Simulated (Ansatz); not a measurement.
## [NH$_{2}$···H···H], doublet along the distance N1-H4

Starting geometry:

```xyz
5

N    -0.1364   -0.0316   -0.0492
H    -0.4337    0.9362   -0.0492
H    -0.4337   -0.4339    0.8311
H     0.8761   -0.0316   -0.0492
H     1.8866   -0.0316   -0.0492
```

From there H4 is moved from one fragment to the other while all else, the fragments' distance too, stays fixed; atoms are numbered as listed. Energies are in kJ/mol, counted from the starting geometry at the same level. Kohn–Sham curves are unrestricted where that lies lower.

Basis cc-pVDZ; Ansatz 0.2.0. Correlated methods freeze the noble-gas cores. Prefix R: restricted or restricted open-shell reference; prefix U: unrestricted.

Full CI isn't at hand for all of this; RCCSDTQ serves as the reference, and is uncertain by about the last step of the cluster series. The frozen core follows each run's orbitals, which can shift R against U totals by a few meV.

```json
{"distance N1-H4 (Å)": "1.012", "RCCSDTQ": "0.0", "curve A": "0.0", "curve B": "0.0", "curve C": "0.0", "curve D": "0.0"}
{"distance N1-H4 (Å)": "1.050", "RCCSDTQ": "-0.6", "curve A": "0.7", "curve B": "7.6", "curve C": "3.9", "curve D": "-3.7"}
{"distance N1-H4 (Å)": "1.126", "RCCSDTQ": "6.5", "curve A": "8.8", "curve B": "30.8", "curve C": "16.9", "curve D": "-1.3"}
{"distance N1-H4 (Å)": "1.202", "RCCSDTQ": "17.5", "curve A": "24.8", "curve B": "45.5", "curve C": "26.3", "curve D": "9.5"}
{"distance N1-H4 (Å)": "1.278", "RCCSDTQ": "31.2", "curve A": "48.0", "curve B": "43.7", "curve C": "31.1", "curve D": "28.3"}
```

The curves come from PBE, RHF, RMP2, UHF. Compare each with RCCSDTQ and say which is which.

A: RMP2, B: RHF, C: UHF, D: PBE. Spread of the error against RCCSDTQ, over the points where both stand: A 16.9, B 28.0, C 10.5, D 8.0 kJ/mol. 

In so small a basis the reference is far from its limit while semilocal and hybrid functionals are nearer theirs, so the functionals' errors here hold much of the reference's basis and frozen-core error, which can add to them or hide them.
